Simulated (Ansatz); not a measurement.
We consider tetradymite Bi2Se3, described by rVV10 (Ansatz, an electronic-structure program, PAW).

Settings: plane-wave cutoff 500 eV, 10×10×10 k mesh, Fermi–Dirac smearing 0.05 eV, scalar-relativistic PAW data made under PBE.

Computed at the level's own relaxed cell.

Problem. Estimate the equilibrium volume per atom, equilibrium lattice constant a and lattice parameter c that the calculation returns.

Solution. 
* **equilibrium volume per atom**: 29.98 Å³/atom
* **equilibrium lattice constant a**: 4.232 Å
* **lattice parameter c**: 28.990 Å

Measured, for comparison: lattice constant a 4.143 Å, lattice parameter c 28.636 Å (temperature not stated, not corrected to a static lattice; as tabulated in Luo et al. (2012), arXiv:1308.1523). Computed (rounded) less measured: lattice constant a +2.1 %, lattice parameter c +1.2 %.

Spin–orbit coupling is not included; it can shift volumes and moduli of such heavy elements.

Computed values are for the static lattice.

Cost on a shared machine: roughly 9 core-minutes.
